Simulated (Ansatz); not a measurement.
**N₂H₄ (singlet): HSE06, B2PLYP, RPA-PBE over a series of basis sets**

The task here is to estimate one member of a computed series from the others.

Method: all electrons in the functionals, frozen cores in the correlation of double hybrids and RPA; program: Ansatz 0.2.0, Gaussian basis.

Plan: HSE06, B2PLYP, RPA-PBE, at STO-3G; 6-31G; 6-31G*; cc-pVDZ; cc-pVTZ; cc-pVQZ.

14 further runs of the same task are left out: 1 that didn't finish, 13 set aside as unsound or not needed.

## What is computed

The geometry is an MP2(full)/6-31G* stationary point (not a proven minimum).

6 atoms, charge 0, spin multiplicity 1.

Atoms are counted from 1 here; the program's logs count them from 0.

Bond lengths: N1–N2 1.438 Å, N1–H3 1.020 Å, N1–H4 1.016 Å, N2–H5 1.020 Å, N2–H6 1.016 Å. Angles: N2–N1–H3 111.5°, N2–N1–H4 106.4°, H3–N1–H4 107.0°, N1–N2–H5 111.5°, N1–N2–H6 106.4°, H5–N2–H6 107.0°.

No dispersion term is added. HSE06 is the plane-wave form.

The first run:

Input file in.yaml:

```yaml
crystal:
  periodic: [false, false, false]
  atoms:
    - {symbol: N, position_ang: [0.000000, 0.718959, -0.043984]}
    - {symbol: N, position_ang: [0.000000, -0.718959, -0.043984]}
    - {symbol: H, position_ang: [0.211082, 1.092752, 0.881590]}
    - {symbol: H, position_ang: [-0.948214, 1.005026, -0.270375]}
    - {symbol: H, position_ang: [-0.211082, -1.092752, 0.881590]}
    - {symbol: H, position_ang: [0.948214, -1.005026, -0.270375]}
basis:
  gaussian: {orbitals: STO-3G}
hamiltonian: {xc: {name: HSE06}}
```

Started as:

```sh
$ ansatz run in.yaml --threads 1 --pin off --events-out ev --progress --plain --max-ram 2746MiB --backend cpu
```

Among the steps run: HSE06, STO-3G; HSE06, 6-31G; HSE06, 6-31G*; HSE06, cc-pVDZ; HSE06, cc-pVTZ; HSE06, cc-pVQZ; B2PLYP, STO-3G; B2PLYP, 6-31G; B2PLYP, 6-31G*; B2PLYP, cc-pVDZ; B2PLYP, cc-pVTZ; B2PLYP, cc-pVQZ; RPA-PBE, STO-3G; RPA-PBE, 6-31G; RPA-PBE, 6-31G*; RPA-PBE, cc-pVDZ; RPA-PBE, cc-pVTZ; RPA-PBE, cc-pVQZ.

One table of the session follows, with a row left open; its other results are not shown here.

It belongs to the step «The comparison». Atomisation energies, with free atoms from separate runs at the same level and basis (eV); wave-function rows come from earlier runs:

| level | 6-31G | cc-pVDZ | cc-pVTZ | cc-pVQZ |
| --- | --- | --- | --- | --- |
| HSE06 | 17.371 | 18.428 | 18.925 | 19.012 |
| B2PLYP | 16.504 | 17.966 | 18.815 | 19.027 |
| RPA-PBE | ? | ? | ? | ? |
| RHF | 9.627 | 11.063 | 11.505 | 11.576 |
| RCCSD(T) | 14.495 | 16.774 | 18.230 | 18.678 |

**Question.** Estimate the row for RPA-PBE.

As computed: 6-31G: 14.181; cc-pVDZ: 16.708; cc-pVTZ: 17.971; cc-pVQZ: 18.327. In the column «6-31G» it lies between RHF (9.627) and RCCSD(T) (14.495).

Caveats from the session: Core correlation, relativity and spin-orbit terms are not in the calculated values.
